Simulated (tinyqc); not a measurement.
Worked calculation: CCSD on RHF in the sto-3g basis, frozen core, for BH2+, spin multiplicity 1. One step of it, computed by the program tinyqc.

Question. Orthogonalisation. S = U s U^T; symmetric (Loewdin) form X = U s^(-1/2) U^T, so that X^T S X = 1.

overlap S, lower triangle:
```
           1B 1s     1B 2s    1B 2px     1B 2py    1B 2pz     2H 1s     3H 1s
1B 1s   1.000000
1B 2s   0.269328  1.000000
1B 2px  0.000000  0.000000  1.000000
1B 2py  0.000000  0.000000  0.000000   1.000000
1B 2pz  0.000000  0.000000  0.000000   0.000000  1.000000
2H 1s   0.050577  0.415536  0.000000   0.404292  0.186518  1.000000
3H 1s   0.050577  0.415536  0.000000  -0.404292  0.186518  0.061807  1.000000
```

Give: eigenvalues of S; X.

Answer.

eigenvalues of S: 0.3578  0.3965  0.8752  1.0000  1.0846  1.5417  1.7442

X, lower triangle:
```
          1B 1s    1B 2s  1B 2px   1B 2py   1B 2pz    2H 1s   3H 1s
1B 1s    1.0316
1B 2s   -0.1624   1.2160
1B 2px   0.0000   0.0000  1.0000
1B 2py   0.0000   0.0000  0.0000   1.1756
1B 2pz  -0.0092   0.0817  0.0000   0.0000   1.0356
2H 1s    0.0260  -0.2778  0.0000  -0.2763  -0.1217   1.1963
3H 1s    0.0260  -0.2778  0.0000   0.2763  -0.1217  -0.0215  1.1963
```
